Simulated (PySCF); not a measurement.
C4H7N: core ionisation energies

Compound: C4H7N.
Atom-mapped SMILES: `[CH2:1]=[N:2][CH:3]1[CH2:4][CH2:5]1`

Cartesian coordinates in Å at the PBE0-D3(BJ)/def2-SVP level; atoms count from 1:
```
atom  x, y, z in Å
C1     2.079   -0.678    0.401
N2     0.834   -0.828    0.233
C3     0.027    0.309    0.026
C4    -1.371    0.259    0.586
C5    -1.161    0.140   -0.885
H6     2.582    0.309    0.396
H7     2.713   -1.561    0.559
H8     0.528    1.291    0.018
H9    -1.631   -0.647    1.137
H10   -1.784    1.186    0.992
H11   -1.277   -0.847   -1.337
H12   -1.423    0.982   -1.530
```

The calculation used PySCF, delta-SCF UKS SCAN, pcX-2 on the ionised atom, pcseg-1 elsewhere, spin-free X2C. These are vertical core ionisation energies against the vacuum level, from separate self-consistent calculations with and without the core hole.

Give the core binding energies atom by atom.

```
atom(s)                bonded to  level  binding energy (eV)  above the level's lowest (eV)  count
     C1  N (double bond) and 2 H   C 1s               291.24                          +0.65      1
     N2    C (double bond) and C   N 1s               404.96                           0.00      1
     C3             N, 2 C and H   C 1s               291.39                          +0.80      1
  C4/C5              2 C and 2 H   C 1s               290.59                           0.00      2
```

The listed C 1s values span 0.80 eV, from C4/C5 (bonded to 2 C and 2 H) to C3 (bonded to N, 2 C and H). The widest gap between neighbouring values is 0.65 eV, between 290.59 and 291.24 eV. Summing the Pauling electronegativity differences to the bonded atoms, each weighted by its formal bond order, gives -0.70 for the lowest site and +0.14 for the highest; the largest sum, +0.28, belongs to C1, 0.15 eV below the top.

Which photon wavelength matches the C 1s of C4/C5 threshold?

λ = hc/E = 12398.42 eV Å / 290.59 eV = 42.666 Å.

Which effective nuclear charge Zeff reproduces each element's mean 1s value in the hydrogen-like formula E = 13.606 eV × Zeff²?

C (Z = 6): mean 291.0 eV, Zeff = 4.62, Z − Zeff = 1.38; N (Z = 7): mean 405.0 eV, Zeff = 5.46, Z − Zeff = 1.54. Means run over the listed sites, weighted by atom count.

The first atom of each set that the bonding makes equivalent was ionised and stands for the set. One conformer (not necessarily the lowest) at the PBE0-D3(BJ)/def2-SVP geometry, without solvent, vibrations or thermal averaging.
